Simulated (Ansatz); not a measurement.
in.yaml

```yaml
crystal:
  periodic: [false, false, false]
  atoms:
    - {symbol: Si, position_ang: [0.000000, 0.000000, -0.131243]}
    - {symbol: C, position_ang: [0.000000, 0.000000, -1.857513]}
    - {symbol: H, position_ang: [0.000000, 0.000000, 1.988757]}
basis:
  gaussian: {orbitals: 6-31G}
magnetization: {spin_polarized: false, initial_magnetization: 1}
correlation: {active_space: {window: {electrons: 1, orbitals: 2}, fixed_orbitals: true}}
```

```sh
$ ansatz run in.yaml --threads 1 --pin off --events-out ev --progress --plain --max-ram 2393MiB
```

Log:

```
299 factors; integrals over basis functions are off by at most 1.6e-4 eV
mean field evaluation 1: about -8897.2643 eV, gradient 1.3e1 eV
mean field evaluation 2: about -8897.2663 eV, gradient 1.3e1 eV
mean field evaluation 4: about -8898.0281 eV, gradient 2.2e0 eV
mean field evaluation 8: about -8898.0970 eV, gradient 2.4e-1 eV
mean field evaluation 16: about -8898.0920 eV, gradient 3.1e-1 eV
mean field evaluation 32: about -8897.0559 eV, gradient 6.4e-1 eV
mean field evaluation 64: about -8896.8768 eV, gradient 3.4e0 eV
mean field -8898.10231207 eV, -326.9992286182 hartree, gradient 2.1e-6 eV, S^2 0.750000; 12 other end points of the search recorded, 0 dependent functions left out
reference -8898.10231207 eV, -326.9992286182 hartree; 11, 10 occupied and 13, 14 virtual orbitals, 299 factors
state -8898.10231207 eV, -326.9992286182 hartree
Total energy: -8898.10231207 eV, -326.9992286182 hartree
```

Natural occupations: 1.0000 0.0000.

Ran on 1 thread of Arm Neoverse V1, shared host: 0.36 s wall, 0.18 GiB peak host memory.
